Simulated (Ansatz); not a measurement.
```yaml
crystal:
  periodic: [false, false, false]
  atoms:
    - {symbol: B, position_ang: [-0.910440, -1.482949, -0.012656]}
    - {symbol: Ge, position_ang: [0.047151, 0.421939, 0.003540]}
    - {symbol: B, position_ang: [0.593632, -1.352093, -0.011130]}
basis:
  gaussian: {orbitals: def2-TZVP}
magnetization: {spin_polarized: true, initial_magnetization: 2}
hamiltonian: {xc: pbe0}
relax: {f_tol: 0.004, max_steps: 80}
```

```sh
$ ansatz run in.yaml --threads 1 --pin off --events-out ev --progress --plain --max-ram 2176MiB
```

Steps of the relaxation (energy above the last step; positions in Å, forces in eV/Å):

```
3
step 1, 89.0 meV
B    -0.910   -1.483   -0.013   -1.605    0.097    0.000
Ge    0.047    0.422    0.004   -0.323    0.398    0.003
B     0.594   -1.352   -0.011    1.928   -0.495   -0.004
```

```
3
step 2, 32.1 meV
B    -0.924   -1.470   -0.013   -0.545    0.153    0.001
Ge    0.036    0.419    0.004   -0.249    0.254    0.002
B     0.619   -1.362   -0.011    0.794   -0.408   -0.003
```

```
3
step 3, 6.4 meV
B    -0.927   -1.439   -0.012    0.100    0.133    0.001
Ge    0.011    0.416    0.003   -0.086   -0.078   -0.001
B     0.647   -1.390   -0.011   -0.014   -0.055    0.000
```

```
3
step 7, 0.0 meV
B    -0.901   -1.378   -0.012    0.000    0.001    0.000
Ge   -0.038    0.407    0.003    0.000    0.000    0.000
B     0.669   -1.441   -0.012    0.000    0.000    0.000
```

Close pairs at the end: B1–B3 1.571 Å, Ge2–B3 1.979 Å, B1–Ge2 1.982 Å.

A stationary point of unrestricted PBE0 after 7 steps, with ⟨S²⟩ = 2.102 against 2.00 for a pure state; no frequencies were run, so it isn't proven a minimum. 52 s on 1 thread of Arm Neoverse V2, shared host.
